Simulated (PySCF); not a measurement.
# Partial charges of `[C-]#[N+]C(F)(F)F`

C2F3N.
Geometry (GFN2-xTB, Å), atoms numbered from 1 in this order:
```
atom  x, y, z in Å
C1     2.1384   -0.0402   -0.0443
N2     0.9748   -0.0180   -0.0219
C3    -0.4198    0.0081    0.0044
F4    -0.8880    1.0932   -0.6083
F5    -0.8732    0.0178    1.2558
F6    -0.9290   -1.0589   -0.6072
```

Density: PBE0/pcSseg-1 (PySCF); schemes: Mulliken, IAO, Hirshfeld and ESP-fitted. Geometry: GFN2-xTB; no solvent, vibrations or thermal averaging.

Question: Atoms with like bonding are taken together and averaged. Do the Mulliken, IAO, Hirshfeld and ESP-fitted schemes agree on where the charge is highest?

Answer: All schemes agree: Mulliken C3 (+1.025); IAO C3 (+0.899); Hirshfeld C3 (+0.326); ESP-fitted C3 (+0.459).

Question: At which atom do the 4 schemes differ most?

Answer: At C3: from +0.326 (Hirshfeld) to +1.025 e (Mulliken), 0.699 e apart.

Question: Tabulate the Mulliken, IAO, Hirshfeld and ESP-fitted charges.

Answer: In e; atoms taken as equivalent share a row and are averaged (×n: the atom named and its like, n in all):

```
    atom              environment  Mulliken     IAO  Hirshfeld  ESP-fitted
      C1        isocyanide carbon    +0.123  +0.049     -0.002      -0.267
      N2      isocyanide nitrogen    -0.444  -0.178     -0.091      +0.239
      C3               CF3 carbon    +1.025  +0.899     +0.326      +0.459
F4/F5/F6  fluorine of a CF3 group    -0.235  -0.257     -0.078      -0.144
```

Mean size of the charges over all atoms: Mulliken 0.383 e, IAO 0.316 e, ESP-fitted 0.233 e, Hirshfeld 0.109 e. Each set sums to the total charge, 0, to within 0.001 e. The Hirshfeld scheme weights the molecular density at each point by an atom's share of the summed free-atom densities.

Question: Sum the charges by element, for elements with more than one atom.

Answer: 
```json
{"element": "C", "atoms": "2", "Mulliken": "+1.148", "IAO": "+0.948", "Hirshfeld": "+0.324", "ESP-fitted": "+0.192"}
{"element": "F", "atoms": "3", "Mulliken": "-0.704", "IAO": "-0.770", "Hirshfeld": "-0.233", "ESP-fitted": "-0.431"}
```

Question: How many electrons does the Hirshfeld scheme count on C3?

Answer: Z − q = 6 − (+0.326) = 5.674.
